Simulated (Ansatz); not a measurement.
`F[BH][AlH2]` + H₂O → `OBF` + `[AlH3]`  (formal hydrolysis of a B–Al bond)

Computed with Ansatz on PBE0-D4/def2-TZVP structures; ΔE is electronic, products minus reactants. CCSD(T)/CBS is the MP2 limit (def2-TZVPP, def2-QZVPP) plus CCSD(T) − MP2 in def2-TZVPP, frozen cores. This one scheme is used for every species. One conformer a species, not always the lowest.

`F[BH][AlH2]`:

```xyz
6

F    -1.317   -0.579    1.567
B    -0.631    0.323    0.872
Al    0.590   -0.270   -0.808
H    -0.763    1.458    1.268
H    -0.006   -0.299   -2.284
H     2.128   -0.633   -0.614
```

H₂O:

```xyz
3

O    -0.252   -0.202   -0.217
H    -0.415    0.210    0.634
H     0.667   -0.008   -0.416
```

`OBF`:

Cartesian coordinates in Å:
```
O 0.638 0.692 0.350
B -0.347 -0.192 0.114
F -0.363 -0.892 -1.020
H 1.283 0.746 -0.362
H -1.211 -0.354 0.918
```

`[AlH3]`:

```xyz
4

Al    0.000    0.000    0.000
H    -1.148   -1.081    0.169
H     0.907    0.394    1.240
H     0.241    0.687   -1.409
```

```tsv
species	CCSD(T)/CBS(def2) energy (Eh)
`F[BH][AlH2]`	-368.40257
H₂O	-76.37941
`OBF`	-201.07426
`[AlH3]`	-243.78045
```

**Question.** Work out ΔE.

**Answer.** ΔE = (-201.07426) + (-243.78045) − (-368.40257) − (-76.37941) = -0.07273 Eh = -191.0 kJ/mol.

Largest T1 diagnostic among the species: 0.014.

Leaving LDA and LC-ωPBE aside and taking each functional with its dispersion term where it has one, the values, not all of them listed here, spread over 32.0 kJ/mol, from B97M-V to revPBE-D4. LDA lies −13.4 kJ/mol from PBE without D4. In def2-TZVPP, CCSD(T) changes the Hartree–Fock value by +14.9 kJ/mol (the triples alone add +0.8 kJ/mol) and MP2 by +7.8 kJ/mol.
